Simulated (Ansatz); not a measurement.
Molecule (SMILES): C=O (CH2-O).
Atoms: O1, C2, H3, H4. Bonds: O1-C2, C2-H3, C2-H4.

How fast the optimised C2-H3 bond length converges with the basis for several methods (Ansatz, a program for electronic structure): deviation from each method's own reference, in Å. References: B3LYP 1.1056 Å, the value in def2-QZVPPD; HF 1.0924 Å, the value in def2-QZVPPD; MP2 1.0991 Å, the value in def2-QZVPPD; PBE 1.1173 Å, the value in def2-QZVPPD. Cartesian d functions, on some or all atoms, in 6-31+G*; all else is spherical. In correlated methods cores are frozen. Core-valence sets carry the plain set on hydrogen. No added dispersion term, no relativity. The reference of a correlated method is not its basis-set limit, which lies further on.

```csv
basis,functions,B3LYP,HF,MP2,PBE
STO-3G,12,0.0194,0.0090,0.0217,0.0176
6-31G,22,-0.0030,-0.0108,0.0012,-0.0030
6-31+G*,42,0.0030,-0.0017,0.0033,0.0025
def2-TZVP,74,0.0020,0.0013,0.0037,0.0017
pcseg-2,88,0.0004,-0.0004,-0.0010,0.0002
def2-TZVPP,90,0.0009,0.0004,0.0007,0.0007
"6-311++G(3df,3pd)",114,0.0004,0.0003,0.0011,0.0002
cc-pCVTZ,114,0.0013,0.0006,0.0015,0.0016
```

Mean absolute deviation over def2-TZVP, pcseg-2, def2-TZVPP, 6-311++G(3df,3pd), cc-pCVTZ: HF 0.0006, PBE 0.0009, B3LYP 0.0010, MP2 0.0016 Å.
